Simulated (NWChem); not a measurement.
hydrogen peroxide (H$_{2}$O$_{2}$); SMILES OO

Computed with NWChem. Structure relaxed at the PBE0/def2-SVP level. Level: PBE0/def2-SVP with SMD (1 M gas to 1 M solution), gas-phase geometry.

Problem. What does the run give for solvent water? Quantities: solvation free energy (kcal/mol); cavity-dispersion-structure term (kcal/mol); dipole in solution (D).

Solution. solvation free energy (kcal/mol): -9.0
cavity-dispersion-structure term (kcal/mol): 1.4
dipole in solution (D): 2.13
